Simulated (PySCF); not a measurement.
**Gas-phase XPS of `C[Si](C)(C)C`, computed**

Species: C₄H₁₂Si.
SMILES with atom numbers: `[CH3:1][Si:2]([CH3:3])([CH3:4])[CH3:5]`

Geometry (PBE0-D3(BJ)/def2-TZVP, Å), atoms numbered from 1 in this order:
```xyz
17
C4H12Si angstrom
C      0.3776   -1.4846   -1.0799
Si    -0.0003    0.0012    0.0001
C     -0.2130    1.5204   -1.0790
C     -1.5809   -0.3113    0.9604
C      1.4147    0.2781    1.1998
H     -0.4309   -1.6708   -1.7921
H      0.5056   -2.3886   -0.4783
H      1.2968   -1.3329   -1.6522
H     -0.4342    2.4046   -0.4749
H     -1.0354    1.3885   -1.7874
H      0.6929    1.7280   -1.6547
H     -2.4244   -0.4837    0.2863
H     -1.4828   -1.1912    1.6022
H     -1.8321    0.5401    1.5983
H      1.5646   -0.5957    1.8396
H      2.3515    0.4673    0.6690
H      1.2194    1.1363    1.8484
```

Method: delta-SCF UKS SCAN, pcX-3 on the ionised atom, pcseg-2 elsewhere, spin-free X2C (PySCF 2.14.0). Vertical ΔSCF values, vacuum level as zero.

List the computed XPS lines with their assignment.

```tsv
atom(s)	environment	level	binding energy (eV)	2p1/2 (eV)	count
Si2	four-coordinate silicon	Si 2p3/2	105.58	106.20	1
C1/C3/C4/C5	Si-methyl carbon	C 1s	289.67	–	4
Si2	four-coordinate silicon	Si 1s	1845.47	–	1
```

Which effective nuclear charge Zeff reproduces each element's mean 1s value in the hydrogen-like formula E = 13.606 eV × Zeff²?

C (Z = 6): mean 289.7 eV, Zeff = 4.61, Z − Zeff = 1.39; Si (Z = 14): mean 1845.5 eV, Zeff = 11.65, Z − Zeff = 2.35. Means run over the listed sites, weighted by atom count.

Atoms equivalent by their bonding share one computed value, that of the first of them. The 2p values aren't plain energy differences: one relaxed spin-free 2p hole is combined with a matrix within the shell (ground-state 2p orbital-energy differences and spin–orbit coupling). 2p3/2, the mean of its two sublevels, lies a third of the splitting below the shell's mean and 2p1/2 two thirds above it; the statistical areas are 2:1. 2p1/2 minus 2p3/2 (ligand field included): Si 0.62 eV. Isolated species at its PBE0-D3(BJ)/def2-TZVP geometry, gas phase.

On 2 threads, Intel Xeon at 2.50 GHz (x86_64) (shared host), this took 2.2 min wall, 4.6 min CPU and 2.1 GiB of memory at its peak.
